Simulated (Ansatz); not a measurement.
System: HO, net charge 0, doublet state. 
Structure (B3LYP-D3(BJ)/def2-TZVP (Ansatz, an electronic-structure program) minimum search):
```xyz
2

O      0.0000     0.0000    -0.1085
H      0.0000     0.0000     0.8682
```
Charge 0, spin multiplicity 2.

Basis-set convergence of Hartree-Fock and CCSD correlation energies (hartree) with Ansatz. Correlated levels leave the core frozen unless marked. UHF or UKS for open shells. No spin-orbit coupling. Non-relativistic.

```
basis        functions      E(HF)  E(corr, CCSD)
-----------  ---------  ---------  -------------
aug-cc-pVDZ         32  -75.40341       -0.17729
aug-cc-pVTZ         69  -75.42135       -0.21831
aug-cc-pVQZ        126  -75.42633       -0.23163
```

Extrapolating the two largest sets (X = 3 and 4) as X^-3: E(corr) = (64·(-0.23163) - 27·(-0.21831))/37 = -0.2414 Eh, an estimate of the basis-set limit. The largest set recovers 96.0 % of it, the smallest 73.5 %.
